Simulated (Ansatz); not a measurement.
WC: experiment and calculation

**Experimental background.**

From “Reflectance spectral studies of spark plasma sintered tungsten carbide pellet”, 2024, arxiv:2411.15754, for a ceramic of WC: lattice constant a 2.906 Å; lattice constant c 2.837 Å.

How close the calculation comes is told below.

These are results of Ansatz 0.2.0, DFT PBE, scalar-relativistic, plane waves, PAW, not measurements.

Plane waves to 420 eV, a k mesh through Γ of 18×18×14 on the computed 2-atom cell and Gaussian smearing (0.10 eV); no spin polarisation.

Relaxed structure, symmetry kept:

```
CELL_PARAMETERS angstrom
2.92168 0.00000 0.00000
-1.46084 2.53025 0.00000
0.00000 0.00000 2.84705
ATOMIC_POSITIONS crystal
W 0.00000 0.00000 0.00000
C 0.66667 0.33333 0.50000
```

- Space group: P-6m2 (No. 187)
- Volume per atom: 10.52 Å³
- Formation energy from the elements' standard states (uncorrected): -0.145 eV/atom
- Kohn–Sham band gap: none (metal)
- Density of states at the Fermi level: 0.30 states/eV per cell
- Löwdin character within 0.5 eV of the Fermi level: W 5d 73 %, C 2p 21 %
- Bader charges (e): W (1 in the cell) 1.42, C (1 in the cell) -1.42

Spin-orbit coupling is left out, which matters for the bands of heavy elements.

Against the measured lattice constant a of WC, 2.906 Å (ceramic; the paper above), the calculated 2.922 Å is off by +0.5 %. Against the measured lattice constant c of WC, 2.837 Å (ceramic; the paper above), the calculated 2.847 Å is off by +0.4 %. The calculation is for 0 K without zero-point motion.